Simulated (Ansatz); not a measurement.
**BH2− (triplet): wave-function methods side by side, aug-cc-pVDZ**

How much of the correlation energy of BH2− (triplet) does each wave-function method recover here?

The runs use Ansatz 0.2.0, Gaussian basis; aug-cc-pVDZ, core rule «outside noble gas», up to 1 orbitals frozen.

Plan: UHF; CCSD(T) on ROHF; CCSD(T) on UHF; BCCD(T) on ROHF; CISD; CCSDT(Q) on ROHF; CCSDT(Q) on UHF; CISDTQ; CCSDTQ on ROHF; CCSDTQ on UHF; CASSCF and MRCISD+Q, 6 electrons in 6 orbitals; CASSCF and MRCISD+Q(relaxed), 6 electrons in 6 orbitals; CASSCF and NEVPT2, 6 electrons in 6 orbitals; Full CI.

4 further runs of the same task are left out: 4 set aside as unsound or not needed.

## 1. What is computed

The geometry is a PBE0/def2-TZVPD stationary point (not a proven minimum) of the parent state, kept for this charge and spin.

3 atoms, charge -1, spin multiplicity 3.

Atoms are counted from 1 here; the program's logs count them from 0.

Bond lengths: B1–H2 1.247 Å, B1–H3 1.247 Å. Angles: H2–B1–H3 102.0°.

## 2. UHF

in.yaml

```yaml
crystal:
  periodic: [false, false, false]
  atoms:
    - {symbol: B, position_ang: [0.000000, -0.123368, 0.000000]}
    - {symbol: H, position_ang: [0.000000, 0.661614, -0.969076]}
    - {symbol: H, position_ang: [0.000000, 0.661614, 0.969076]}
basis:
  gaussian: {orbitals: aug-cc-pVDZ}
total_charge: -1
magnetization: {spin_polarized: true, initial_magnetization: 2}
hamiltonian: {xc: hf}
output: {orbitals: {seedname: orbitals}}
```

On the command line:

```console
> ansatz run in.yaml --threads 1 --pin off --events-out ev --progress --plain --max-ram 2816MiB --backend cpu
```

The runs that follow: CCSD(T) on ROHF; CCSD(T) on UHF; BCCD(T) on ROHF; CISD; CCSDT(Q) on ROHF; CCSDT(Q) on UHF; CISDTQ; CCSDTQ on ROHF; CCSDTQ on UHF; CASSCF and MRCISD+Q, 6 electrons in 6 orbitals; CASSCF and MRCISD+Q(relaxed), 6 electrons in 6 orbitals; CASSCF and NEVPT2, 6 electrons in 6 orbitals; Full CI.

**Question.** What will the summary of the whole plan be? Wanted: FCI below the RHF energy; RMP2 from FCI; UMP2 from FCI; RCCSD from FCI; RCCSD(T) from FCI; UCCSD(T) from FCI; RCCSDT(Q) from FCI; UCCSDT(Q) from FCI; NEVPT2 valence from FCI.

**Answer**, as computed:

| quantity | value |
| --- | --- |
| FCI below the RHF energy | -3.1221 eV |
| RMP2 from FCI | +15.66 kcal/mol |
| UMP2 from FCI | +15.50 kcal/mol |
| RCCSD from FCI | +2.38 kcal/mol |
| RCCSD(T) from FCI | +0.53 kcal/mol |
| UCCSD(T) from FCI | +0.52 kcal/mol |
| RCCSDT(Q) from FCI | +0.01 kcal/mol |
| UCCSDT(Q) from FCI | 0.00 kcal/mol |
| NEVPT2 valence from FCI | +16.57 kcal/mol |
| MRCISD+Q valence from FCI | +0.29 kcal/mol |
| MRCISD+Q(relaxed) valence from FCI | -0.14 kcal/mol |
| levels within 1 kcal/mol (43 meV) | RCCSD(T), UCCSD(T), BCCD(T), RCCSDT, UCCSDT, CISDTQ, RCCSDT(Q), UCCSDT(Q), RCCSDTQ, UCCSDTQ, MRCISD+Q valence, MRCISD+Q(relaxed) valence |
| T1 diagnostic | 0.022 |
| effectively unpaired electrons | 2.03 |

What this shows: RCCSD(T) misses by +0.53 kcal/mol, 0.7 % of the correlation energy. MRCISD+Q(relaxed) valence falls below full CI: the +Q correction isn't variational, and the cores differ from full CI's. One determinant dominates. Of the multireference levels listed MRCISD+Q(relaxed) valence comes nearest in total energy (-0.14 kcal/mol), which doesn't show that its space is the better one. These misses are within one basis, not against nature; the frozen cores of restricted and unrestricted runs differ, which can shift their rows.
